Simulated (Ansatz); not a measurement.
Steps of a relaxation of C2H5FO, SMILES `COCF` with RKS PBE0-D4/def2-TZVP.

```sh
$ ansatz run in.yaml --threads 4 --pin off --events-out ev --progress --plain --max-ram 10444MiB
```

```yaml
crystal:
  periodic: [false, false, false]
  atoms:
    - {symbol: C, position_ang: [-0.641571, 0.776998, -0.598748]}
    - {symbol: O, position_ang: [-0.071292, 0.473548, 0.666115]}
    - {symbol: C, position_ang: [0.597998, -0.727047, 0.704422]}
    - {symbol: F, position_ang: [1.755412, -0.702832, -0.067089]}
    - {symbol: H, position_ang: [-1.367167, -0.009064, -0.918082]}
    - {symbol: H, position_ang: [-1.178361, 1.738946, -0.497369]}
    - {symbol: H, position_ang: [0.138120, 0.876503, -1.384306]}
    - {symbol: H, position_ang: [-0.028715, -1.570114, 0.313965]}
    - {symbol: H, position_ang: [0.884076, -0.903237, 1.763891]}
basis:
  gaussian: {orbitals: def2-TZVP}
hamiltonian: {xc: pbe0, dispersion: d4}
relax: {f_tol: 0.005, max_steps: 150}
```

Positions (Å) and forces (eV/Å) along the path, 7 of 7 steps:

```xyz
9
step=1 energy=-6914.5992 eV
C    -0.642    0.777   -0.599   -0.148    0.037   -0.392
O    -0.071    0.474    0.666    0.192   -0.310   -0.338
C     0.598   -0.727    0.704   -0.289   -0.252    0.272
F     1.755   -0.703   -0.067   -0.400    0.045    0.273
H    -1.367   -0.009   -0.918    0.391    0.378    0.240
H    -1.178    1.739   -0.497    0.298   -0.502    0.010
H     0.138    0.877   -1.384   -0.376   -0.035    0.443
H    -0.029   -1.570    0.314    0.400    0.524    0.145
H     0.884   -0.903    1.764   -0.068    0.116   -0.652
9
step=2 energy=-6914.6364 eV
C    -0.637    0.771   -0.600   -0.067    0.014   -0.112
O    -0.065    0.477    0.661    0.092   -0.157   -0.091
C     0.589   -0.724    0.704   -0.114   -0.009    0.079
F     1.743   -0.699   -0.061   -0.086    0.003    0.069
H    -1.351   -0.014   -0.901    0.124    0.121    0.065
H    -1.170    1.720   -0.494    0.076   -0.142   -0.009
H     0.133    0.872   -1.376   -0.112   -0.010    0.128
H    -0.030   -1.548    0.303    0.118    0.162    0.065
H     0.877   -0.901    1.747   -0.032    0.017   -0.194
9
step=3 energy=-6914.6401 eV
C    -0.636    0.770   -0.600   -0.006    0.005    0.006
O    -0.058    0.479    0.657    0.024   -0.024   -0.010
C     0.586   -0.722    0.703   -0.031    0.044    0.007
F     1.741   -0.703   -0.057    0.015   -0.005   -0.003
H    -1.342   -0.016   -0.895   -0.003   -0.009    0.000
H    -1.172    1.711   -0.493   -0.006    0.003    0.002
H     0.129    0.875   -1.374    0.006    0.004   -0.005
H    -0.032   -1.538    0.302   -0.006   -0.011   -0.006
H     0.872   -0.902    1.740    0.006   -0.008    0.010
9
step=4 energy=-6914.6402 eV
C    -0.636    0.770   -0.600   -0.003    0.003    0.004
O    -0.055    0.480    0.655    0.012   -0.006   -0.006
C     0.586   -0.722    0.703   -0.019    0.016    0.009
F     1.742   -0.706   -0.056    0.012   -0.003   -0.005
H    -1.340   -0.018   -0.895    0.000   -0.004   -0.002
H    -1.175    1.710   -0.492   -0.005    0.002    0.001
H     0.127    0.878   -1.375    0.002    0.003   -0.003
H    -0.033   -1.536    0.302   -0.002   -0.005   -0.003
H     0.871   -0.903    1.740    0.002   -0.004    0.004
9
step=5 energy=-6914.6403 eV
C    -0.634    0.771   -0.601   -0.004    0.005    0.000
O    -0.048    0.484    0.653    0.004   -0.004    0.001
C     0.585   -0.722    0.703    0.004    0.009   -0.001
F     1.742   -0.715   -0.056   -0.006   -0.003    0.002
H    -1.331   -0.023   -0.896    0.001   -0.002   -0.002
H    -1.183    1.705   -0.489    0.001   -0.002    0.001
H     0.126    0.889   -1.377    0.000    0.000    0.000
H    -0.039   -1.534    0.305    0.000   -0.003   -0.002
H     0.871   -0.902    1.741    0.000    0.000    0.001
9
step=6 energy=-6914.6403 eV
C    -0.634    0.772   -0.601    0.002    0.002    0.001
O    -0.047    0.484    0.652    0.001    0.005   -0.002
C     0.585   -0.722    0.704   -0.008   -0.010    0.002
F     1.740   -0.720   -0.058    0.004    0.004   -0.002
H    -1.327   -0.025   -0.899    0.001   -0.002    0.000
H    -1.187    1.703   -0.487    0.000    0.000    0.000
H     0.127    0.894   -1.377   -0.001    0.000   -0.001
H    -0.041   -1.533    0.308    0.001    0.000    0.003
H     0.872   -0.900    1.741    0.001    0.000    0.000
9
step=7 energy=-6914.6403 eV
C    -0.633    0.772   -0.602    0.000   -0.001   -0.001
O    -0.045    0.485    0.651   -0.001    0.001    0.001
C     0.584   -0.722    0.704    0.001   -0.003    0.002
F     1.738   -0.723   -0.060    0.000    0.000   -0.001
H    -1.322   -0.027   -0.901    0.000    0.001    0.000
H    -1.190    1.701   -0.486    0.000    0.000    0.000
H     0.127    0.900   -1.377   -0.001    0.000    0.000
H    -0.044   -1.533    0.311    0.001    0.001    0.000
H     0.873   -0.899    1.741   -0.001    0.000   -0.001
```

Hardware: 4 threads of an Arm Neoverse V1 on a shared host. Wall time 11 s, peak host memory 0.28 GiB.
